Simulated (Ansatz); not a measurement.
The input, for Ansatz 0.2.0:

```yaml
crystal:
  periodic: [false, false, false]
  atoms:
    - {symbol: Si, position_ang: [0.000000, -0.097122, 1.110575]}
    - {symbol: Cl, position_ang: [0.000000, 0.042769, -0.932187]}
    - {symbol: H, position_ang: [0.000000, 1.201899, 1.843159]}
basis:
  gaussian: {orbitals: cc-pVDZ}
total_charge: 1
magnetization: {spin_polarized: true, initial_magnetization: 3}
correlation: {method: ccsdtq, electrons: outside_noble_gas}
```

```sh
$ ansatz run in.yaml --threads 2 --pin off --events-out ev --progress --plain --max-ram 24576MiB --backend cuda --devices 0, --max-vram 18GiB
```

The program prints:

```
776 factors; integrals over basis functions are off by at most 1.6e-7 eV
mean field evaluation 1: about -20367.7827 eV, gradient 9.9e0 eV
mean field evaluation 2: about -20367.7883 eV, gradient 9.9e0 eV
mean field evaluation 4: about -20369.1499 eV, gradient 2.3e0 eV
mean field evaluation 8: about -20369.5698 eV, gradient 4.8e-1 eV
mean field evaluation 16: about -20369.5943 eV, gradient 6.3e-1 eV
mean field evaluation 32: about -20369.6323 eV, gradient 1.9e-6 eV
mean field evaluation 64: about -20369.5934 eV, gradient 1.7e-3 eV
mean field evaluation 96: about -20369.5934 eV, gradient 1.7e-3 eV
mean field evaluation 128: about -20369.5787 eV, gradient 3.8e-1 eV
mean field evaluation 160: about -20369.6326 eV, gradient 8.8e-2 eV
...
cycle  12  -5.41695745 eV  change   -1.7e-5 eV  update   1.2e-4
cycle  13  -5.41701920 eV  change   -6.2e-5 eV  update   8.6e-5
cycle  14  -5.41707185 eV  change   -5.3e-5 eV  update   5.2e-5
cycle  15  -5.41704627 eV  change    2.6e-5 eV  update   3.7e-5
cycle  16  -5.41702519 eV  change    2.1e-5 eV  update   2.0e-5
cycle  17  -5.41701828 eV  change    6.9e-6 eV  update   1.2e-5
cycle  18  -5.41701651 eV  change    1.8e-6 eV  update   5.0e-6
cycle  19  -5.41701837 eV  change   -1.9e-6 eV  update   2.9e-6
cycle  20  -5.41701975 eV  change   -1.4e-6 eV  update   1.8e-6
cycle  21  -5.41701990 eV  change   -1.4e-7 eV  update   1.2e-6
Total energy: -20375.04936647 eV, -748.7692535134 hartree
```

Ran on 2 threads of AMD EPYC 7R13 with a shared H100 80 GB, shared host: 64 s wall, 0.88 GiB peak host memory.
